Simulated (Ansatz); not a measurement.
Ag–CH3, singlet: reading a ladder of total energies

Geometry: displaced at random from a stationary point.

```
atom    x (Å)    y (Å)    z (Å)
  Ag  -0.2625   0.0033   0.0038
   C   1.8228  -0.0280  -0.0191
   H   2.1974  -1.0074  -0.0584
   H   2.1110   0.4885   0.8611
   H   2.0584   0.4960  -0.9852
```

Basis def2-SVP with its core potentials; Ansatz 0.2.0. Only valence electrons are correlated (noble-gas cores frozen), which leaves 18 electrons in 55 orbitals. R marks a restricted (for open shells ROHF) determinant. No spin–orbit coupling is included; scalar relativity enters through the core potentials alone. The metal's outer-core shells are frozen, which leaves out core–valence correlation.

Full CI isn't at hand for all of this; RCCSDT(Q) serves as the reference, and is uncertain by about the last step of the cluster series.

Runs differ by some tens of microhartree through their thresholds, so steps under 0.03 kcal/mol mean nothing.

```
    level  total energy (hartree)
      RHF             -185.621733
     RMP2             -186.033931
    RCCSD             -186.039831
 RCCSD(T)             -186.052904
   RCCSDT             -186.052864
RCCSDT(Q)             -186.053302
```

Question: What is the correlation energy at RCCSDT(Q), and what share of it do RMP2 and RCCSD(T) recover?

Answer: E(corr) = -186.053302 − (-185.621733) = -0.431569 hartree = -11.744 eV. RMP2: -0.412198 / -0.431569 = 95.51 %. RCCSD(T): -0.431171 / -0.431569 = 99.91 %.

Question: By how many kcal/mol does RCCSD(T) miss RCCSDT(Q) (1 hartree = 627.509 kcal/mol), and which steps make up the rest?

Answer: -186.052904 − (-186.053302) = 0.000398 hartree = 0.25 kcal/mol. Steps: RCCSDT − RCCSD(T) = 0.03, RCCSDT(Q) − RCCSDT = -0.27 kcal/mol. That is within 1 kcal/mol of the reference in this basis, which itself misses far more of the correlation at the basis-set limit.
